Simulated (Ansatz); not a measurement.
The input, for Ansatz 0.2.0:

```yaml
crystal:
  periodic: [false, false, false]
  atoms:
    - {symbol: S, position_ang: [0.000000, -0.064523, -0.009956]}
    - {symbol: H, position_ang: [0.000000, 0.864628, -0.977158]}
    - {symbol: H, position_ang: [0.000000, 1.188016, 1.293888]}
basis:
  gaussian: {orbitals: def2-TZVP}
magnetization: {spin_polarized: false}
correlation: {method: mp2, electrons: outside_noble_gas}
scf: {lower_state_search: off}
```

```sh
$ ansatz run in.yaml --threads 1 --pin off --events-out ev --progress --plain --max-ram 2393MiB
```

Log:

```
these checks for a lower state are left out or cut short: stability, starts, cluster_reference, orbital_swaps, neighbouring_geometries, increment
318 factors; integrals over basis functions are off by at most 1.1e-3 eV
mean field evaluation 1: about -10846.9206 eV, gradient 1.2e1 eV
mean field evaluation 2: about -10846.9216 eV, gradient 1.2e1 eV
mean field evaluation 4: about -10847.6626 eV, gradient 1.6e0 eV
mean field evaluation 8: about -10847.6812 eV, gradient 8.3e-2 eV
mean field -10847.68120877 eV, -398.6449315999 hartree, gradient 3.1e-6 eV, S^2 0.000000; 0 other end points of the search recorded, 0 dependent functions left out
5 core orbitals not correlated: weight in the atoms' cores, before any rotation towards them, 1.000 or more for the frozen orbitals, at most 0.000 for the correlated occupied ones
reference -10847.68120877 eV, -398.6449315999 hartree; 4, 4 occupied and 40, 40 virtual orbitals, 318 factors
second order -5.09098923 eV of doubles, -0.00000000 eV of singles
Total energy: -10852.77219800 eV, -398.8320220033 hartree
Checks for a lower state left out: stability, starts, cluster_reference, orbital_swaps, neighbouring_geometries, increment
```

Ran on 1 thread of Arm Neoverse V2, shared host: 0.15 s wall, 0.14 GiB peak host memory.
